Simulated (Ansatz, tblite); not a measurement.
# The cluster Os₄−: a ladder of methods and basis sets

Aim: run the doublet of the cluster Os₄− at one geometry on many levels, and compare frontier levels, spin and run time.

Method: as each input shows; program: Ansatz 0.2.0, Gaussian basis.

Plan: GFN1-xTB, GFN2-xTB, PBE-D4/def2-TZVPD, r2SCAN-D4/def2-TZVPD, LDA/def2-TZVPD, revPBE-D4/def2-TZVPD, B97M-V/def2-TZVPD, BLYP-D4/def2-TZVPD, PBE-QIDH/def2-TZVPD, PBE-D4/def2-SVPD, PBE0-D4/def2-SVPD, MP2/def2-TZVPD, RPA/def2-TZVPD.

## 1. The structure

The geometry is that of the doublet, from an earlier relaxation (PBE0-D4/def2-SVPD). At that level it is the lowest of the isomers that a small search found.

4 atoms, charge -1, spin multiplicity 2.

Bond lengths: Os1–Os2 2.292 Å, Os1–Os3 2.869 Å, Os1–Os4 2.323 Å, Os2–Os3 2.296 Å, Os2–Os4 2.868 Å, Os3–Os4 2.320 Å. Angles: Os2–Os1–Os3 51.4°, Os2–Os1–Os4 76.8°, Os3–Os1–Os4 51.8°, Os1–Os2–Os3 77.4°, Os1–Os2–Os4 52.1°, Os3–Os2–Os4 52.0°, Os1–Os3–Os2 51.2°, Os1–Os3–Os4 51.9°, Os2–Os3–Os4 76.8°, Os1–Os4–Os2 51.1°, Os1–Os4–Os3 76.3°, Os2–Os4–Os3 51.2°.

As a file:

```
Os    0.7746    0.8194    1.0433
Os    1.1873   -0.3168   -0.9044
Os   -1.0279    0.2502   -1.1146
Os   -0.9341   -0.7528    0.9757
```

Os takes a core potential in the def2 sets. No spin-orbit coupling is included. The ion is computed in the gas phase, without counter-ions or solvent.

PBE0-D4/def2-TZVPD was run before; its log isn't repeated, and its numbers join the tables.

## 2. GFN1-xTB

Tight binding, by tblite at 300 K electronic temperature and without a spin-polarisation term:

```python
tblite.interface.Calculator('GFN1-xTB', numbers, positions, charge=-1, uhf=1).singlepoint()
```

Energy -377.2683 eV; 0.005 s.

## 3. GFN2-xTB

Tight binding, by tblite at 300 K electronic temperature and without a spin-polarisation term:

```python
tblite.interface.Calculator('GFN2-xTB', numbers, positions, charge=-1, uhf=1).singlepoint()
```

Energy -359.8878 eV; 0.01 s.

## 4. PBE-D4/def2-TZVPD

start.molden holds the orbitals of an earlier run on this state, given as this run's starting guess.

The input, in.yaml:

```yaml
crystal:
  periodic: [false, false, false]
  atoms:
    - {symbol: Os, position_ang: [0.774649, 0.819413, 1.043318]}
    - {symbol: Os, position_ang: [1.187281, -0.316814, -0.904383]}
    - {symbol: Os, position_ang: [-1.027865, 0.250210, -1.114597]}
    - {symbol: Os, position_ang: [-0.934055, -0.752819, 0.975662]}
basis:
  gaussian: {orbitals: def2-TZVPD, initial_orbitals: start.molden}
total_charge: -1
magnetization: {spin_polarized: true, initial_magnetization: 1}
hamiltonian: {xc: pbe, dispersion: d4}
scf: {omitted_lower_state_checks: [starts]}
output: {orbitals: {seedname: orbitals}}
```

The run is started by

```
> ansatz run in.yaml --threads 4 --pin off --events-out ev --progress --plain --max-ram 3916MiB
```

Further steps of the session: r2SCAN-D4/def2-TZVPD; LDA/def2-TZVPD; revPBE-D4/def2-TZVPD; B97M-V/def2-TZVPD; BLYP-D4/def2-TZVPD; PBE-QIDH/def2-TZVPD; PBE-D4/def2-SVPD; PBE0-D4/def2-SVPD; MP2/def2-TZVPD; RPA/def2-TZVPD.

Before running them: what should the planned runs give, taken together? Wanted: gap in def2-TZVPD, named functionals, smallest and largest; correlation energy, MP2/def2-TZVPD; ⟨S²⟩ in def2-TZVPD, named functionals, smallest and largest; PBE0 total energy, smallest basis above largest.

The runs gave:

| quantity | value |
| --- | --- |
| gap in def2-TZVPD, named functionals, smallest and largest | 0.15 eV (LDA), 1.97 eV (PBE0-D4) |
| correlation energy, MP2/def2-TZVPD | -46.40 eV |
| ⟨S²⟩ in def2-TZVPD, named functionals, smallest and largest | 2.266, 3.663 |
| PBE0 total energy, smallest basis above largest | 1.20 eV (def2-SVPD, def2-TZVPD) |

What this shows: Over the named functionals in def2-TZVPD the gap runs from 0.15 eV (LDA) to 1.97 eV (PBE0-D4); exact exchange widens it. Over the named functionals in def2-TZVPD spin contamination reaches 2.91 (PBE0-D4), and every level is far from pure, so all describe a mixture with higher spin. PBE-D4, revPBE-D4, BLYP-D4 put the HOMO above zero; others here keep it below zero, so the sign hangs on the functional's self-interaction and doesn't show that the species is unbound.
